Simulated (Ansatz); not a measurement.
# BH3 (borane) at r2SCAN0/def2-TZVPPD

Aim: the energy change on altering one bond length of BH3 (borane) at r2SCAN0/def2-TZVPPD, from 2 runs. 

The results are computed with Ansatz 0.2.0.

32 further runs of the same task are left out: 32 set aside as unsound or not needed.

### Step 1. Starting point

BH3 has 4 atoms, charge 0, and is taken as a singlet. As SMILES, `B`. The shape is that of a PBE0-D4/def2-TZVP optimisation.

Bond lengths: B1–H2 1.193 Å, B1–H3 1.193 Å, B1–H4 1.193 Å. Angles: H2–B1–H3 120.0°, H2–B1–H4 120.0°, H3–B1–H4 120.0°.

### Step 2. The energy at r2SCAN0/def2-TZVPPD

in.yaml

```yaml
basis:
  gaussian: {orbitals: def2-TZVPPD.json}
crystal:
  periodic: [false, false, false]
  atoms:
    - {symbol: B, position_ang: [0.013900, -0.015100, -0.005100]}
    - {symbol: H, position_ang: [0.982200, 0.381700, 0.568800]}
    - {symbol: H, position_ang: [-0.276200, -1.171800, 0.043000]}
    - {symbol: H, position_ang: [-0.664400, 0.744900, -0.626900]}
hamiltonian: {xc: {name: r2SCAN0}}
accuracy: high
output: {orbitals: {seedname: orbitals}}
```

The basis set def2-TZVPPD is read from a file made from the Basis Set Exchange's data (not shown).

The run is started by

```bash
$ ansatz run in.yaml --threads 1 --pin off --max-ram 3480MiB --events-out events.jsonl --progress --plain --runs-dir runs
```

Standard output:

```text
Warning: RAYON_NUM_THREADS=1 ignored (pool sized by the plan → 1); use --threads N
Functional definition: r2SCAN0
  name "r2SCAN0"
  parameter a = 0.25
  parameter k0 = 0.174
  parameter k1 = 0.065
  parameter a1 = 4.9479
  exchange = (1 - a)*r2scan_x(k0 = k0, k1 = k1, a1 = a1) + a*exact_x
  correlation = r2scan_c
1349 factors; integrals over basis functions are off by at most 2.9e-9 eV
mean field evaluation 1: about -722.9310 eV, gradient 1.3e1 eV
mean field evaluation 2: about -723.3457 eV, gradient 6.6e0 eV
mean field evaluation 4: about -723.4826 eV, gradient 4.2e-1 eV
mean field evaluation 8: about -723.4825 eV, gradient 1.5e-3 eV
mean field evaluation 16: about -723.4825 eV, gradient 4.4e-8 eV
mean field -723.48250298 eV, -26.5874915903 hartree, gradient 4.4e-8 eV, S^2 0.000000; 0 other end points of the search recorded, 0 dependent functions left out
reference -723.48250368 eV, -26.5874916162 hartree; 4, 4 occupied and 84, 84 virtual orbitals, 1349 factors
Total energy: -723.48250368 eV, -26.5874916162 hartree
```

It took 2.6 s on 1 thread of Arm Neoverse V2, shared host; peak memory 0.18 GiB.

### Step 3. The distorted shape at the same level

job.yaml

```yaml
crystal:
  periodic: [false, false, false]
  atoms:
    - {symbol: B, position_ang: [0.158940, 0.563211, -0.029148]}
    - {symbol: H, position_ang: [1.127240, 0.960011, 0.544752]}
    - {symbol: H, position_ang: [-0.276200, -1.171800, 0.043000]}
    - {symbol: H, position_ang: [-0.519360, 1.323211, -0.650948]}
basis:
  gaussian: {orbitals: def2-TZVPPD.json}
output: {orbitals: {seedname: orbitals}}
accuracy: high
hamiltonian: {xc: {name: r2SCAN0}}
```

The basis set def2-TZVPPD is read from a file made from the Basis Set Exchange's data (not shown).

The run is started by

```bash
$ ansatz run job.yaml --threads 1 --pin off --max-ram 3480MiB --events-out events.jsonl --progress --plain --runs-dir runs
```

Standard output:

```text
Warning: RAYON_NUM_THREADS=1 ignored (pool sized by the plan → 1); use --threads N
Functional definition: r2SCAN0
  name "r2SCAN0"
  parameter a = 0.25
  parameter k0 = 0.174
  parameter k1 = 0.065
  parameter a1 = 4.9479
  exchange = (1 - a)*r2scan_x(k0 = k0, k1 = k1, a1 = a1) + a*exact_x
  correlation = r2scan_c
1359 factors; integrals over basis functions are off by at most 2.5e-9 eV
mean field evaluation 1: about -721.2285 eV, gradient 9.7e0 eV
mean field evaluation 2: about -721.4081 eV, gradient 6.1e0 eV
mean field evaluation 4: about -721.5605 eV, gradient 7.3e-2 eV
mean field evaluation 8: about -721.5601 eV, gradient 1.2e-3 eV
mean field evaluation 16: about -721.5601 eV, gradient 1.7e-8 eV
mean field -721.56005849 eV, -26.5168430584 hartree, gradient 1.7e-8 eV, S^2 0.000000; 0 other end points of the search recorded, 0 dependent functions left out
reference -721.56005928 eV, -26.5168430875 hartree; 4, 4 occupied and 84, 84 virtual orbitals, 1359 factors
Total energy: -721.56005928 eV, -26.5168430875 hartree
```

Wall time 2.8 s (1 thread of Arm Neoverse V2, shared host); peak memory 0.18 GiB.

### Step 4. What came out

At r2SCAN0/def2-TZVPPD:

| quantity | value |
| --- | --- |
| first shape: total energy | -26.58749 Eh |
| first shape: HOMO energy | -10.14 eV |
| first shape: LUMO energy | -1.65 eV |
| first shape: HOMO–LUMO gap | 8.49 eV |
| distorted shape: total energy | -26.51684 Eh |
| distorted shape: HOMO energy | -8.49 eV |
| distorted shape: LUMO energy | -2.01 eV |
| distorted shape: HOMO–LUMO gap | 6.48 eV |
| energy change with the B1–H3 bond stretched from 1.193 to 1.790 Å | 1.922 eV |

What this shows: With the B1–H3 bond stretched from 1.193 to 1.790 Å the energy rises by 1.92 eV (185 kJ/mol). The first shape isn't relaxed at this level, so the change isn't measured from a minimum.
